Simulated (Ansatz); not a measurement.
The input, for Ansatz 0.2.0:

```yaml
crystal:
  periodic: [false, false, false]
  atoms:
    - {symbol: Si, position_ang: [0.000000, 0.000000, 0.231514]}
    - {symbol: Ge, position_ang: [0.000000, 0.000000, -1.958437]}
    - {symbol: H, position_ang: [0.000000, 0.000000, 1.726924]}
basis:
  gaussian: {orbitals: cc-pVTZ}
magnetization: {spin_polarized: true, initial_magnetization: 3}
hamiltonian: {xc: {name: PBE}}
correlation: {method: rpa, electrons: outside_noble_gas}
```

```sh
$ ansatz run in.yaml --threads 1 --pin off --events-out ev --progress --plain --max-ram 4096MiB --backend cpu
```

Problem. Roughly how long does this take on 1 thread of AMD EPYC 7R13, shared host, and how much host memory?

Solution. 15 s wall and 0.2 GiB.

```
571 factors; integrals over basis functions are off by at most 1.0e-3 eV
mean field evaluation 1: about -64395.6845 eV, gradient 1.2e1 eV
mean field evaluation 2: about -64395.6839 eV, gradient 1.2e1 eV
mean field evaluation 4: about -64396.1882 eV, gradient 5.0e0 eV
mean field evaluation 8: about -64396.4205 eV, gradient 6.2e-2 eV
mean field evaluation 16: about -64396.4205 eV, gradient 1.3e-5 eV
mean field evaluation 32: about -64393.8777 eV, gradient 1.6e-6 eV
mean field evaluation 64: about -64396.4158 eV, gradient 3.5e-1 eV
mean field evaluation 96: about -64396.4145 eV, gradient 4.0e-1 eV
mean field evaluation 128: about -64395.4838 eV, gradient 8.6e-1 eV
mean field -64396.42049683 eV, -2366.5248037968 hartree, gradient 1.0e-6 eV, S^2 3.762561; 14 other end points of the search recorded, 0 dependent functions left out
19 core orbitals not correlated: weight in the atoms' cores, before any rotation towards them, 0.999 or more for the frozen orbitals, at most 0.001 for the correlated occupied ones
reference -64348.67463361 eV, -2364.7701756869 hartree; 6, 3 occupied and 66, 69 virtual orbitals, 571 factors
Total energy: -64357.85091101 eV, -2365.1073976616 hartree
```
